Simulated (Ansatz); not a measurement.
**Molecular dynamics of C3H4O**

input.yaml

```yaml
crystal:
  periodic: [false, false, false]
  atoms:
    - { symbol: C, position_ang: [-0.822334, 1.101806, -0.388501] }
    - { symbol: C, position_ang: [-0.048648, 0.039193, -0.221823] }
    - { symbol: C, position_ang: [0.726667, -0.924546, 0.515883] }
    - { symbol: O, position_ang: [0.54747, -0.931233, -0.944768] }
    - { symbol: H, position_ang: [-1.157495, 1.398629, -1.384293] }
    - { symbol: H, position_ang: [-1.129356, 1.691362, 0.475958] }
    - { symbol: H, position_ang: [1.742775, -0.680896, 0.850277] }
    - { symbol: H, position_ang: [0.233121, -1.751514, 1.041567] }
basis:
  gaussian: { orbitals: def2-SVP }
hamiltonian:
  xc: b3lyp
  dispersion: d4
md:
  timestep: 0.25
  n_steps: 150
  ensemble: nve
  temperature: 1000.0
  initial_velocities: maxwell_boltzmann
  seed: 587491
scf:
  lower_state_search: "off"
```

Command:

```bash
$ ansatz run input.yaml --threads 1 --pin off --max-ram 2048MiB --backend cpu --events-out ev --progress --plain --runs-dir out
```

It starts from a relaxed structure.

Output, in part (one step line in 3, the closing report, with atoms numbered from 0):

```
md step     0: t =     0.00 fs  T =  1000.0 K  F+E_penalty+E_count = -5217.21022141 eV  E_kin = 0.775560 eV  conserved = -5216.43466141 eV  (14 SCF iters)
md step     3: t =     0.75 fs  T =   943.5 K  F+E_penalty+E_count = -5217.16611306 eV  E_kin = 0.731703 eV  conserved = -5216.43441007 eV  (20 SCF iters)
md step     6: t =     1.50 fs  T =   808.7 K  F+E_penalty+E_count = -5217.06125920 eV  E_kin = 0.627234 eV  conserved = -5216.43402510 eV  (20 SCF iters)
md step     9: t =     2.25 fs  T =   661.1 K  F+E_penalty+E_count = -5216.94647539 eV  E_kin = 0.512719 eV  conserved = -5216.43375659 eV  (20 SCF iters)
md step    12: t =     3.00 fs  T =   548.5 K  F+E_penalty+E_count = -5216.85910769 eV  E_kin = 0.425412 eV  conserved = -5216.43369600 eV  (20 SCF iters)
md step    15: t =     3.75 fs  T =   483.7 K  F+E_penalty+E_count = -5216.80891711 eV  E_kin = 0.375119 eV  conserved = -5216.43379848 eV  (20 SCF iters)
md step    18: t =     4.50 fs  T =   449.5 K  F+E_penalty+E_count = -5216.78257775 eV  E_kin = 0.348593 eV  conserved = -5216.43398518 eV  (20 SCF iters)
md step    21: t =     5.25 fs  T =   413.3 K  F+E_penalty+E_count = -5216.75471542 eV  E_kin = 0.320539 eV  conserved = -5216.43417630 eV  (19 SCF iters)
md step    24: t =     6.00 fs  T =   343.8 K  F+E_penalty+E_count = -5216.70088147 eV  E_kin = 0.266643 eV  conserved = -5216.43423890 eV  (19 SCF iters)
md step    27: t =     6.75 fs  T =   235.4 K  F+E_penalty+E_count = -5216.61659268 eV  E_kin = 0.182571 eV  conserved = -5216.43402141 eV  (20 SCF iters)
md step    30: t =     7.50 fs  T =   130.9 K  F+E_penalty+E_count = -5216.53514336 eV  E_kin = 0.101552 eV  conserved = -5216.43359185 eV  (20 SCF iters)
md step    33: t =     8.25 fs  T =   104.5 K  F+E_penalty+E_count = -5216.51443031 eV  E_kin = 0.081057 eV  conserved = -5216.43337352 eV  (15 SCF iters)
md step    36: t =     9.00 fs  T =   191.3 K  F+E_penalty+E_count = -5216.58206622 eV  E_kin = 0.148392 eV  conserved = -5216.43367423 eV  (20 SCF iters)
md step    39: t =     9.75 fs  T =   340.9 K  F+E_penalty+E_count = -5216.69855000 eV  E_kin = 0.264360 eV  conserved = -5216.43419036 eV  (21 SCF iters)
md step    42: t =    10.50 fs  T =   464.7 K  F+E_penalty+E_count = -5216.79485696 eV  E_kin = 0.360434 eV  conserved = -5216.43442334 eV  (20 SCF iters)
md step    45: t =    11.25 fs  T =   518.0 K  F+E_penalty+E_count = -5216.83603028 eV  E_kin = 0.401758 eV  conserved = -5216.43427191 eV  (20 SCF iters)
md step    48: t =    12.00 fs  T =   520.8 K  F+E_penalty+E_count = -5216.83788198 eV  E_kin = 0.403905 eV  conserved = -5216.43397671 eV  (20 SCF iters)
md step    51: t =    12.75 fs  T =   521.0 K  F+E_penalty+E_count = -5216.83789348 eV  E_kin = 0.404103 eV  conserved = -5216.43379042 eV  (20 SCF iters)
md step    54: t =    13.50 fs  T =   551.6 K  F+E_penalty+E_count = -5216.86156604 eV  E_kin = 0.427776 eV  conserved = -5216.43379021 eV  (20 SCF iters)
md step    57: t =    14.25 fs  T =   614.1 K  F+E_penalty+E_count = -5216.91017851 eV  E_kin = 0.476264 eV  conserved = -5216.43391501 eV  (19 SCF iters)
md step    60: t =    15.00 fs  T =   687.2 K  F+E_penalty+E_count = -5216.96708899 eV  E_kin = 0.532996 eV  conserved = -5216.43409330 eV  (20 SCF iters)
md step    63: t =    15.75 fs  T =   739.4 K  F+E_penalty+E_count = -5217.00771499 eV  E_kin = 0.573444 eV  conserved = -5216.43427056 eV  (20 SCF iters)
md step    66: t =    16.50 fs  T =   740.4 K  F+E_penalty+E_count = -5217.00857219 eV  E_kin = 0.574219 eV  conserved = -5216.43435366 eV  (20 SCF iters)
md step    69: t =    17.25 fs  T =   679.0 K  F+E_penalty+E_count = -5216.96084956 eV  E_kin = 0.526631 eV  conserved = -5216.43421895 eV  (20 SCF iters)
md step    72: t =    18.00 fs  T =   582.2 K  F+E_penalty+E_count = -5216.88541186 eV  E_kin = 0.451529 eV  conserved = -5216.43388244 eV  (20 SCF iters)
md step    75: t =    18.75 fs  T =   508.2 K  F+E_penalty+E_count = -5216.82776888 eV  E_kin = 0.394135 eV  conserved = -5216.43363427 eV  (20 SCF iters)
md step    78: t =    19.50 fs  T =   497.6 K  F+E_penalty+E_count = -5216.81967636 eV  E_kin = 0.385902 eV  conserved = -5216.43377450 eV  (19 SCF iters)
md step    81: t =    20.25 fs  T =   526.7 K  F+E_penalty+E_count = -5216.84266689 eV  E_kin = 0.408492 eV  conserved = -5216.43417470 eV  (20 SCF iters)
md step    84: t =    21.00 fs  T =   529.4 K  F+E_penalty+E_count = -5216.84500304 eV  E_kin = 0.410607 eV  conserved = -5216.43439578 eV  (20 SCF iters)
md step    87: t =    21.75 fs  T =   468.2 K  F+E_penalty+E_count = -5216.79734572 eV  E_kin = 0.363134 eV  conserved = -5216.43421179 eV  (20 SCF iters)
md step    90: t =    22.50 fs  T =   372.4 K  F+E_penalty+E_count = -5216.72267115 eV  E_kin = 0.288851 eV  conserved = -5216.43382022 eV  (21 SCF iters)
md step    93: t =    23.25 fs  T =   306.9 K  F+E_penalty+E_count = -5216.67161393 eV  E_kin = 0.238022 eV  conserved = -5216.43359178 eV  (20 SCF iters)
md step    96: t =    24.00 fs  T =   311.0 K  F+E_penalty+E_count = -5216.67489266 eV  E_kin = 0.241230 eV  conserved = -5216.43366276 eV  (20 SCF iters)
md step    99: t =    24.75 fs  T =   374.3 K  F+E_penalty+E_count = -5216.72415151 eV  E_kin = 0.290277 eV  conserved = -5216.43387467 eV  (20 SCF iters)
md step   102: t =    25.50 fs  T =   459.1 K  F+E_penalty+E_count = -5216.79013103 eV  E_kin = 0.356061 eV  conserved = -5216.43407014 eV  (20 SCF iters)
md step   105: t =    26.25 fs  T =   528.6 K  F+E_penalty+E_count = -5216.84417452 eV  E_kin = 0.409963 eV  conserved = -5216.43421201 eV  (20 SCF iters)
md step   108: t =    27.00 fs  T =   556.8 K  F+E_penalty+E_count = -5216.86613378 eV  E_kin = 0.431870 eV  conserved = -5216.43426375 eV  (21 SCF iters)
md step   111: t =    27.75 fs  T =   537.1 K  F+E_penalty+E_count = -5216.85072751 eV  E_kin = 0.416589 eV  conserved = -5216.43413883 eV  (21 SCF iters)
md step   114: t =    28.50 fs  T =   494.3 K  F+E_penalty+E_count = -5216.81722488 eV  E_kin = 0.383371 eV  conserved = -5216.43385378 eV  (20 SCF iters)
md step   117: t =    29.25 fs  T =   477.5 K  F+E_penalty+E_count = -5216.80402149 eV  E_kin = 0.370359 eV  conserved = -5216.43366285 eV  (20 SCF iters)
md step   120: t =    30.00 fs  T =   517.2 K  F+E_penalty+E_count = -5216.83498079 eV  E_kin = 0.401158 eV  conserved = -5216.43382263 eV  (20 SCF iters)
md step   123: t =    30.75 fs  T =   585.8 K  F+E_penalty+E_count = -5216.88850979 eV  E_kin = 0.454300 eV  conserved = -5216.43421013 eV  (20 SCF iters)
md step   126: t =    31.50 fs  T =   618.4 K  F+E_penalty+E_count = -5216.91405221 eV  E_kin = 0.479623 eV  conserved = -5216.43442876 eV  (20 SCF iters)
md step   129: t =    32.25 fs  T =   577.9 K  F+E_penalty+E_count = -5216.88245997 eV  E_kin = 0.448192 eV  conserved = -5216.43426803 eV  (20 SCF iters)
md step   132: t =    33.00 fs  T =   489.5 K  F+E_penalty+E_count = -5216.81353698 eV  E_kin = 0.379631 eV  conserved = -5216.43390602 eV  (20 SCF iters)
md step   135: t =    33.75 fs  T =   412.8 K  F+E_penalty+E_count = -5216.75383072 eV  E_kin = 0.320138 eV  conserved = -5216.43369230 eV  (20 SCF iters)
md step   138: t =    34.50 fs  T =   384.8 K  F+E_penalty+E_count = -5216.73217231 eV  E_kin = 0.298414 eV  conserved = -5216.43375880 eV  (20 SCF iters)
md step   141: t =    35.25 fs  T =   396.3 K  F+E_penalty+E_count = -5216.74131417 eV  E_kin = 0.307363 eV  conserved = -5216.43395089 eV  (21 SCF iters)
md step   144: t =    36.00 fs  T =   414.4 K  F+E_penalty+E_count = -5216.75548912 eV  E_kin = 0.321382 eV  conserved = -5216.43410700 eV  (20 SCF iters)
md step   147: t =    36.75 fs  T =   410.0 K  F+E_penalty+E_count = -5216.75213715 eV  E_kin = 0.317955 eV  conserved = -5216.43418198 eV  (21 SCF iters)
md step   150: t =    37.50 fs  T =   369.6 K  F+E_penalty+E_count = -5216.72076185 eV  E_kin = 0.286619 eV  conserved = -5216.43414333 eV  (21 SCF iters)
Total energy: -5216.72095817 eV, -191.7109591924 hartree
Atom 0 at    -0.797848     1.077344    -0.387765 Å, force     0.147226    -0.321842     1.190902 eV/Å
Atom 1 at    -0.018454     0.011798    -0.215293 Å, force    -1.463406     1.977955    -0.991063 eV/Å
Atom 2 at     0.730559    -0.883924     0.557939 Å, force     0.272021    -1.152572     0.562763 eV/Å
Atom 3 at     0.514225    -0.916596    -0.993027 Å, force     1.623758    -0.292440     0.635549 eV/Å
Atom 4 at    -1.193567     1.290438    -1.372086 Å, force    -0.131488     0.338643    -0.180092 eV/Å
Atom 5 at    -1.075272     1.618646     0.534567 Å, force    -0.068398     0.073815    -0.652726 eV/Å
Atom 6 at     1.678331    -0.609772     1.151662 Å, force    -0.942119    -0.604311    -1.483855 eV/Å
Atom 7 at     0.109286    -1.740175     0.847635 Å, force     0.562406    -0.019248     0.918522 eV/Å
Dipole moment:     0.051092    -0.029063     0.413855 e Å
```

All steps were run. The conserved energy stayed within 0.16 meV per atom of its start (net change 0.065 meV per atom), so the integration is sound. A run of 0.037 ps of so small a system gives no equilibrium averages.

The same pairs are bonded in the first frame and the last. Pairs count as bonded within 1.25 times the sum of covalent radii (0.12 Å more for H–H).

Last frame:

```xyz
8
Properties=species:S:1:pos:R:3
C -0.798 1.077 -0.388
C -0.018 0.012 -0.215
C 0.731 -0.884 0.558
O 0.514 -0.917 -0.993
H -1.194 1.290 -1.372
H -1.075 1.619 0.535
H 1.678 -0.610 1.152
H 0.109 -1.740 0.848
```

Run time: 2.9 min on 1 CPU thread of a shared host.
